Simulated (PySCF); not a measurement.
**How methods differ on the ionisation energy of Si**

Si [Ne] 3s2 3p2 (3P) → Si⁺ [Ne] 3s2 3p1 (2P), as a difference of total energies. Calculation: PySCF 2.14, in x2c-TZVPall (5s5p2d1f, 37 functions); scalar relativity by spin-free X2C-1e. Correlated levels: valence: [Ne] frozen. The calculations carry no spin-orbit coupling.

| method | ionisation energy (eV) |
| --- | --- |
| UHF | 7.630 |
| PBE | 8.180 |
| M06-L | 8.024 |
| MP2 (valence) | 8.026 |
| SCS-MP2 (valence) | 7.942 |
| CCSD (valence) | 8.057 |
| CCSD(T) (valence) | 8.094 |

Errors of the correlated levels include the incompleteness of this basis and the frozen core.

Q: Which method comes closest to the reference value, and which is furthest?

A: The reference is 8.157 eV (measured; NIST levels, between the centres of gravity of the two terms). Closest: PBE (error 0.023 eV); furthest: UHF (error -0.527 eV).
